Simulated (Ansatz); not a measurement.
Frontier orbitals of C₂H₃FO₂ (`O=COCF`).

Charge 0, multiplicity 1. The structure was optimised at the PBE0-D4/def2-TZVP level. It is one conformer, not always the lowest. Basis def2-TZVPP, Ansatz 0.2.0.

```csv
functional,HOMO (eV),LUMO (eV),gap (eV)
PBE,-6.99,-1.52,5.47
r2SCAN,-7.36,-1.27,6.09
B97M-V,-7.50,-1.17,6.33
PBE0,-8.73,-0.36,8.37
BHLYP,-10.44,0.84,11.28
CAM-B3LYP,-10.25,0.82,11.07
ωB97M-V,-11.18,1.96,13.14
```

Against PBE, PBE0 changes HOMO and LUMO by −1.73 and +1.15 eV, ωB97M-V by −4.19 and +3.48 eV. A gap of 5.48 eV thus becomes 13.14 eV for the same molecule, so an orbital gap means little without its functional. A positive LUMO is unbound and depends on the basis.
